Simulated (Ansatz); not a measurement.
**AlCl$_{3}$, singlet: the ladder up to RCCSDT(Q)**

Geometry: displaced at random from a stationary point.

```yaml
atoms:
  - { symbol: Al, position_ang: [0.0025, -0.0020, 0.0236] }
  - { symbol: Cl, position_ang: [2.0714, -0.0050, 0.0160] }
  - { symbol: Cl, position_ang: [-0.9966, 1.8271, -0.0338] }
  - { symbol: Cl, position_ang: [-1.0767, -1.8206, -0.0001] }
```

Basis cc-pVDZ; Ansatz 0.2.0. Only valence electrons are correlated (noble-gas cores frozen), which leaves 24 electrons in 52 orbitals. R marks a restricted (for open shells ROHF) determinant. Active spaces: frontier = (8e, 8o) about the gap.

Full CI isn't at hand for all of this; RCCSDT(Q) serves as the reference, and is uncertain by about the last step of the cluster series.

* UHF ⟨S²⟩: 0.000
* T1 diagnostic (RCCSD): 0.0094
* largest doubles amplitude (RCCSD): 0.020

```json
{"level": "RHF", "E − E(RCCSDT(Q)) (kcal/mol)": "314.09", "share of correlation (%)": "0.00", "wall time": "–"}
{"level": "RMP2", "E − E(RCCSDT(Q)) (kcal/mol)": "30.00", "share of correlation (%)": "90.45", "wall time": "–"}
{"level": "CISD", "E − E(RCCSDT(Q)) (kcal/mol)": "48.75", "share of correlation (%)": "84.48", "wall time": "16 s"}
{"level": "RCCSD", "E − E(RCCSDT(Q)) (kcal/mol)": "7.58", "share of correlation (%)": "97.59", "wall time": "–"}
{"level": "RCCSD(T)", "E − E(RCCSDT(Q)) (kcal/mol)": "1.15", "share of correlation (%)": "99.63", "wall time": "2.4 s"}
{"level": "BCCD(T)", "E − E(RCCSDT(Q)) (kcal/mol)": "1.12", "share of correlation (%)": "99.64", "wall time": "2.7 s"}
{"level": "RCCSDT", "E − E(RCCSDT(Q)) (kcal/mol)": "0.66", "share of correlation (%)": "99.79", "wall time": "–"}
{"level": "CASSCF (frontier space)", "E − E(RCCSDT(Q)) (kcal/mol)": "278.41", "share of correlation (%)": "11.36", "wall time": "–"}
{"level": "NEVPT2 (frontier space)", "E − E(RCCSDT(Q)) (kcal/mol)": "35.51", "share of correlation (%)": "88.69", "wall time": "76 s"}
```

The correlation energy at RCCSDT(Q), counted from RHF, is -13.620 eV. That run took 4.7 min on 1 thread of Arm Neoverse V1, shared host.

Times hold each run's SCF and search for its determinant on a shared host, so for small cases they say little of a method's own cost; they ran on 1 thread of Arm Neoverse V1.
